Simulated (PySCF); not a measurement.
formaldehyde (CH2O), SMILES C=O. The structure is a stationary point at PBE0-D3(BJ)/def2-TZVPD.

TDA-PBE0/def2-TZVPD run with PySCF 2.14.0 puts the lowest singlet excitations at 4.04, 7.02, 8.26, 8.27, 8.80, 9.28 eV and the lowest triplet (TDA) at 3.31 eV.

Task: What are the lowest singlet roots from EOM-CCSD/aug-cc-pVDZ in PySCF 2.14.0? (An estimate is asked for; the answer gives what the named calculation found.)

Result: 4.10, 7.02, 7.98, 8.04, 8.60, 9.89 eV; triplets 3.63, 6.22, 6.85 eV. S1 differs by 0.06 eV (second minus first; roots are paired by order, and the bases may differ).
